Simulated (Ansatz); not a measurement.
CH₆AlB, SMILES B[CH2][AlH2], a comparison of dispersion corrections

With Ansatz 0.2.0, Python API.

Interactive session:
```pycon
>>> import ansatz as az
>>> from ase import Atoms
>>> atoms = Atoms(["B", "C", "Al", "H", "H", "H", "H", "H", "H"], positions=[
...     (-0.4796, 0.7198, -1.1114),
...     (0.6529, 0.1021, -0.3009),
...     (-0.1081, -0.8212, 1.2901),
...     (-1.3007, 0.0983, -1.597),
...     (-0.5529, 1.9269, -1.3066),
...     (1.3661, 0.9083, 0.0262),
...     (1.2162, -0.6253, -0.9367),
...     (0.1855, -2.3761, 1.4803),
...     (-0.891, 0.021, 2.439),
... ])
>>> mol = az.Crystal.molecule_from_ase(atoms)
>>> model = mol.calculation().basis(gaussian="def2-SVP")
>>> for name in ["b3lyp", "blyp"]:
...     for correction in ("d3bj", "d4"):
...         report = model.functional(name, dispersion=correction).run().report
...         print(f"{name:8s} {correction:5s} total {report['free_energy_ev']:.5f} eV, of which dispersion {1000 * report['dispersion']['energy']['ev']:.2f} meV")
...
b3lyp    d3bj  total -8404.70551 eV, of which dispersion -249.20 meV
b3lyp    d4    total -8404.67047 eV, of which dispersion -214.16 meV
blyp     d3bj  total -8402.41535 eV, of which dispersion -302.60 meV
blyp     d4    total -8402.40543 eV, of which dispersion -292.69 meV
```

Reading the output:
- Total energies depend on the basis set; only differences at equal settings carry meaning.
- The geometry is a force-field or estimated start, not a minimum of this method, and the basis set is short of its limit. D4 holds the three-body term, and d3bj doesn't.
- b3lyp holds the VWN-RPA fit, as in Gaussian; the form of ORCA and Turbomole is b3lyp5.
- Hardware and time: 7 s on 1 thread of Arm Neoverse V1 (shared host), peak memory 0.18 GiB.
